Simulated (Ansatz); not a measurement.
SiNH7O, closed shell: a pair in one relaxed arrangement.

The input file, in.yaml:

```yaml
crystal:
  periodic: [false, false, false]
  atoms:
    - {symbol: N, position_ang: [-0.173065, 0.155828, -1.984866]}
    - {symbol: H, position_ang: [-0.831529, 0.722240, -2.506409]}
    - {symbol: H, position_ang: [0.758038, 0.419159, -2.284460]}
    - {symbol: H, position_ang: [-0.320091, -0.808711, -2.257003]}
    - {symbol: Si, position_ang: [0.213264, -0.196122, 1.848132]}
    - {symbol: O, position_ang: [-0.636345, 0.633793, 0.731292]}
    - {symbol: H, position_ang: [1.684483, 0.038197, 1.739495]}
    - {symbol: H, position_ang: [-0.241693, 0.256457, 3.186504]}
    - {symbol: H, position_ang: [0.004369, -1.671696, 1.746525]}
    - {symbol: H, position_ang: [-0.457331, 0.450755, -0.219310]}
basis:
  gaussian: {orbitals: "def2-TZVPPD.json"}
hamiltonian: {xc: pbe, dispersion: d4}
```

The basis file named in the input lies beside it (Basis Set Exchange, JSON).

Run by:

```bash
ansatz run in.yaml --threads 4 --pin off --events-out ev --progress --plain --max-ram 9574MiB
```

The run's output (Ansatz 0.2.0):

```
Functional definition: PBE
  name "PBE"
  cite "Perdew, Burke & Ernzerhof, Phys. Rev. Lett. 77, 3865 (1996) doi:10.1103/PhysRevLett.77.3865"
  parent pbe
  parameter kappa = 0.804
  parameter beta = 0.06672455060314922
  exchange = pbe_x(kappa = kappa, mu = beta*pi^2/3)
  correlation = pbe_c(beta = beta)
1081 factors; their error is unknown
mean field evaluation 1: about -11510.4287 eV, gradient 8.7e1 eV
mean field evaluation 2: about -11448.3346 eV, gradient 1.8e2 eV
mean field evaluation 4: about -11522.7841 eV, gradient 2.2e1 eV
mean field evaluation 8: about -11523.6389 eV, gradient 2.0e-1 eV
mean field evaluation 16: about -11523.6163 eV, gradient 1.3e-4 eV
mean field -11523.61634711 eV, -423.4850897684 hartree, gradient 1.7e-5 eV, S^2 0.000000; 0 other end points of the search recorded, 0 dependent functions left out
reference -11523.61640008 eV, -423.4850917153 hartree; 18, 18 occupied and 226, 226 virtual orbitals, 1081 factors
Total energy: -11523.73205665 eV, -423.4893420156 hartree
```

The lines “mean field evaluation” count trial sets of orbitals through the whole run, from several starts and some on an approximate energy, so they need not fall steadily or lie above the final value.

The run took about 1.5 s on 4 CPU threads of an Arm Neoverse V1 (shared host).
